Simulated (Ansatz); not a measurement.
**Relaxing SrCr**

Theory: DFT PBE, scalar-relativistic, plane waves, PAW (Ansatz). Cutoff 420 eV, Γ-centred k mesh, Gaussian smearing, collinear spin, first started from parallel moments.

The start puts SrCr on the CuAu (L1_0) structure type (P4/mmm, No. 123), with Sr in place of Cu, Cr in place of Au, at a guessed volume.

```yaml
crystal:
  lattice:
    - [3.28292, 0.00000, 0.00000]
    - [0.00000, 3.28292, 0.00000]
    - [0.00000, 0.00000, 4.30297]
  atoms:
    - { symbol: Sr, position: [0.50000, 0.50000, 0.50000] }
    - { symbol: Cr, position: [0.00000, 0.00000, 0.00000] }
```

Cell and atoms relax at zero pressure; the relaxation can't lower the symmetry of the start. After a coarse first stage the cell is made exact in the group found at 0.06 Å.

Energies over the elements count from the elements' standard structures at the same level, with no empirical corrections.

Q: Describe the relaxed structure.

A: It ends in Pm-3m (No. 221). The result has the caesium chloride structure. Conventional cell: a = 4.028 Å. Sr has 8 Cr at 3.49 Å and 6 Sr at 4.03 Å; around Cr lie 8 Sr at 3.49 Å and 6 Cr at 4.03 Å.

```cif
data_structure
_symmetry_space_group_name_H-M 'Pm-3m'
_symmetry_Int_Tables_number 221
_cell_length_a 4.0283
_cell_length_b 4.0283
_cell_length_c 4.0283
_cell_angle_alpha 90.000
_cell_angle_beta 90.000
_cell_angle_gamma 90.000
_cell_volume 65.37
loop_
_atom_site_label
_atom_site_type_symbol
_atom_site_symmetry_multiplicity
_atom_site_Wyckoff_symbol
_atom_site_fract_x
_atom_site_fract_y
_atom_site_fract_z
_atom_site_occupancy
Sr1 Sr 1 b 0.50000 0.50000 0.50000 1
Cr1 Cr 1 a 0.00000 0.00000 0.00000 1
```

Q: What are its volume, energy, gap and moment?

A: The volume per atom is 32.68 Å³ and the density is 3.55 g/cm³. The energy over the elements is 0.86 eV/atom and the gap on the 14×14×14 mesh is 0 eV (a metal). The net moment per atom is 2.40 μB and the largest site moment is 4.36 μB.

The final run used a 14×14×14 mesh on its 2-atom cell and 0.10 eV smearing. For metals, differences of a few meV/atom aren't resolved. Symmetry constrained the relaxation, so the result can be a saddle point.

Cost: 3 runs of about 1.2 core-minutes in all, on Intel Xeon Platinum 8488C (Sapphire Rapids) (shared hosts).